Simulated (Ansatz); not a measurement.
## Black phosphorus

These are PBE0 (PAW; Ansatz, a first-principles code) values and carry that method's errors.

Numerical settings: plane-wave cutoff 460 eV, 8×8×6 k mesh (along the axes of the cell as run), Fermi–Dirac smearing 0.01 eV, scalar-relativistic PAW data made under PBE.

Cell (relaxed at this level):

```yaml
crystal:
  lattice:
    - [1.64517, -5.55385, 0.00000]
    - [1.64517, 5.55385, 0.00000]
    - [0.00000, 0.00000, 4.51730]
  atoms:
    - { symbol: P, position: [0.09411, 0.90589, 0.91268] }
    - { symbol: P, position: [0.40589, 0.59411, 0.41268] }
    - { symbol: P, position: [0.59411, 0.40589, 0.58732] }
    - { symbol: P, position: [0.90589, 0.09411, 0.08732] }
```

For black phosphorus, the band gap is 1.33 eV (direct). The direct gap at Γ is 3.18 eV.

Measured, for comparison: band gap 0.35 eV (temperature not stated, not corrected to a static lattice; as tabulated in Das et al. (2018), arXiv:1807.05623). Computed (rounded) less measured: band gap +0.98 eV.

Note: the cell comes from a level without a dispersion term, which matters for the spacing of layers, chains or molecules.

Static lattice: no zero-point or thermal effects.
